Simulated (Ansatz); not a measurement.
Basis-set extrapolation for C2H3F, SMILES `C=CF` (PBE0-D4/def2-TZVP geometry, frozen core, Ansatz). Multiplicity 1, RHF reference.

|  | def2-TZVPP | def2-QZVPP |
| --- | --- | --- |
| HF | -176.962625 | -176.970681 |
| MP2 correlation | -0.572218 | -0.617427 |
| CCSD(T) correlation | -0.614200 | not run |

Energies in hartree. Use E(X) = E(∞) + A·exp(−7.88·√X) for Hartree–Fock and E(X) = E(∞) + B·X^(−2.97) for correlation, with X = 3 and 4, and add CCSD(T) minus MP2 of the smaller set to the MP2 limit.

What is the CCSD(T) energy at the basis-set limit?

HF limit: -176.970681 + (-0.008056) × 0.13774 = -176.97179. MP2 limit: -0.617427 + (-0.045209) × 0.74074 = -0.65092. Higher-order term: -0.614200 − (-0.572218) = -0.04198. Total: -177.66469 hartree, 230.7 kJ/mol below CCSD(T)/def2-TZVPP.
